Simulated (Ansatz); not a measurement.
## A basis-limit estimate, worked out

An elementary step of CH$_{5}$Al, singlet (AlH + CH₄ → CH₃Al ([CH3][Al]) + H₂; bonds formed: Al1–C4, H2–H3; bonds broken: Al1–H3, H2–C4). “Start” is the structure reached by relaxing down from the saddle towards the reactants; PBE0-D4/def2-TZVP structures. The saddle:

```xyz
7
angstrom
Al -1.6897 0.0550 -0.3634
H -0.0875 -0.6502 -0.6226
H -0.7010 -1.1751 -1.2625
C 0.3978 0.3195 0.3949
H 1.3712 -0.1459 0.2021
H 0.1986 0.2089 1.4652
H 0.5106 1.3879 0.1863
```

Ansatz 0.2.0; basis: def2-TZVPP and def2-QZVPP; cores frozen in the correlated methods.

Energies in eV:

| quantity | saddle | start |
| --- | --- | --- |
| Hartree–Fock, triple zeta (X = 3) | -7689.82794 | -7691.82746 |
| Hartree–Fock, quadruple zeta (X = 4) | -7690.07179 | -7692.06814 |
| MP2 correlation, X = 3 | -7.90263 | -7.17486 |
| MP2 correlation, X = 4 | -8.37043 | -7.62636 |
| CCSD(T) correlation, X = 3 | -9.12297 | -8.48426 |

Q: Work out the barrier at the basis limit: extrapolate Hartree–Fock as E(X) = E∞ + A exp(−7.88 √X) and the MP2 correlation as E(X) = E∞ + B X^−2.97 (the exponents that Neese and Valeev fitted for def2-TZVPP and QZVPP), then add CCSD(T) − MP2 in triple zeta.

A: Each step is linear, so take the differences first (saddle − start): Hartree–Fock 1.99952 (X = 3) and 1.99635 (X = 4); MP2 correlation -0.72777 and -0.74407; CCSD(T) correlation -0.63871.
Two points give E∞ = E(4) + w [E(4) − E(3)], with w = 1/(exp(7.88 (2 − √3)) − 1) = 0.1377 for Hartree–Fock and w = 1/((4/3)^2.97 − 1) = 0.7407 for the correlation.
Hartree–Fock: 1.99635 + 0.1377 × (-0.00317) = 1.9959 eV.
MP2 correlation: -0.74407 + 0.7407 × (-0.01630) = -0.7561 eV.
CCSD(T) − MP2: -0.63871 − (-0.72777) = 0.0891 eV.
Sum: 1.9959 + (-0.7561) + 0.0891 = 1.3289 eV, or 30.65 kcal/mol. Plain CCSD(T) in triple zeta gives 1.3608 eV, so the larger basis shifts the result by -0.0319 eV.

T1 diagnostic: at most 0.013. The restricted Hartree–Fock reference is unstable towards an unrestricted one at one or more of these structures.

Labels in which every atom is bracketed show which atoms are joined, not bond orders.

For scale, one of the runs: CCSD(T)/def2-TZVPP, 143 basis functions, launched by `ansatz run in.yaml --threads 2 --pin off --events-out ev --progress --plain --max-ram 4352MiB`. The run took 6.5 s on 2 CPU threads of an Arm Neoverse V1 (shared host), with 0.78 GiB of host memory at its peak.
